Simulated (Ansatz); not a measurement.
## Active spaces for N2O, singlet

Calculated in Ansatz's Gaussian-basis code. Basis cc-pVDZ, nonrelativistic, 3 orbitals frozen in the corrections. State-specific CASSCF; RHF is the lowest restricted (open-shell) Hartree–Fock solution met. No symmetry is imposed, so a solution can break that of the shape. No proof that the lowest CASSCF solution was found.

Geometry:

```csv
atom,x (Å),y (Å),z (Å)
N,0.0000,0.0000,-1.1943
N,0.0000,0.0000,-0.0683
O,0.0000,0.0000,1.1047
```

(1) What do CASSCF and its corrections give against RHF in CAS(8,6), and what are the occupations?

## Answers

(1) CASSCF -3.033 eV, SC-NEVPT2 -13.770 eV; occupations 1.98, 1.98, 1.93, 1.93, 0.09, 0.09.
